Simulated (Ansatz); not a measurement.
# Si₂ (triplet): from Hartree-Fock to the top rungs, def2-TZVPP

One table from this session's results is given with a row withheld; the runs are named, their logs left out.

Computed with Ansatz 0.2.0, Gaussian basis. Level: def2-TZVPP, core rule «outside noble gas», up to 10 orbitals frozen.

To be run: UHF; ROHF; CCSD(T) on UHF.

2 further runs of the same task are left out: 2 set aside as unsound or not needed.

### What is computed

The geometry is a PBE0/def2-TZVP stationary point (not a proven minimum) of the parent state, kept for this charge and spin.

2 atoms, charge 0, spin multiplicity 3.

Atoms are counted from 1 here; the program's logs count them from 0.

Bond lengths: Si1–Si2 2.286 Å.

The first run:

File in.yaml:

```yaml
crystal:
  periodic: [false, false, false]
  atoms:
    - {symbol: Si, position_ang: [0.000000, 0.000000, 0.000000]}
    - {symbol: Si, position_ang: [0.000000, 0.000000, 2.286080]}
basis:
  gaussian: {orbitals: def2-TZVPP}
magnetization: {spin_polarized: true, initial_magnetization: 2}
hamiltonian: {xc: hf}
output: {orbitals: {seedname: orbitals}}
```

On the command line:

```console
ansatz run in.yaml --threads 1 --pin off --events-out ev --progress --plain --max-ram 4096MiB --backend cpu
```

Steps of the session up to this table: UHF; ROHF; CCSD(T) on UHF.

One of the session's tables, all rows but one given; the rest of the session is left out.

It belongs to the step «Misses and costs». 

| method | from UCCSD(T) (kcal/mol) |
| --- | --- |
| ROHF | ? |
| UHF | +126.25 |
| UMP2 | +26.95 |
| UCCSD | +7.23 |
| UCCSD(T) | 0 |

Q: Estimate the row for ROHF from the others.

The run gave: from UCCSD(T) (kcal/mol): +128.71. In the column «from UCCSD(T) (kcal/mol)» it is the highest.
